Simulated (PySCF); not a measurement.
Vibration and rotation of BH

RHF-CCSD(T) constants of BH, ¹Σ⁺ (singlet), closed shell (B def2-TZVPPD, H def2-TZVPPD; no relativity (PySCF 2.14); masses 11.0093 and 1.0078 u):

- ωe: 2357.0 cm⁻¹
- ωexe: 49.7 cm⁻¹
- Be: 11.985 cm⁻¹
- αe: 0.421 cm⁻¹
- D (centrifugal): 0.00124 cm⁻¹
- De to B + H: 3.62 eV

Problem. Give the vibrational terms G(v) and spacings up to v = 5.

Solution. G(v) = ωe(v+½) − ωexe(v+½)².

```json
{"v": "0", "G(v) (cm⁻¹)": "1166", "G(v) − G(v−1)": "", "Bv (cm⁻¹)": "11.77"}
{"v": "1", "G(v) (cm⁻¹)": "3424", "G(v) − G(v−1)": "2258", "Bv (cm⁻¹)": "11.35"}
{"v": "2", "G(v) (cm⁻¹)": "5582", "G(v) − G(v−1)": "2158", "Bv (cm⁻¹)": "10.93"}
{"v": "3", "G(v) (cm⁻¹)": "7641", "G(v) − G(v−1)": "2059", "Bv (cm⁻¹)": "10.51"}
{"v": "4", "G(v) (cm⁻¹)": "9600", "G(v) − G(v−1)": "1959", "Bv (cm⁻¹)": "10.09"}
{"v": "5", "G(v) (cm⁻¹)": "11460", "G(v) − G(v−1)": "1860", "Bv (cm⁻¹)": "9.67"}
```

Problem. How well does the Morse estimate ωe²/(4ωexe) reproduce De, and what is D0?

Solution. It gives 3.46 eV, 96 % of the computed De. D0 = De − G(0) = 3.62 − 0.14 = 3.48 eV.

Measured values (Huber and Herzberg, Constants of Diatomic Molecules (1979)): ωe = 2366.9 cm⁻¹, ωexe = 49.395 cm⁻¹, Be = 12.021 cm⁻¹, αe = 0.412 cm⁻¹.

Correlated steps freeze 1 core orbital. Where the molecule has an RHF reference, its open-shell atoms are computed with UHF.
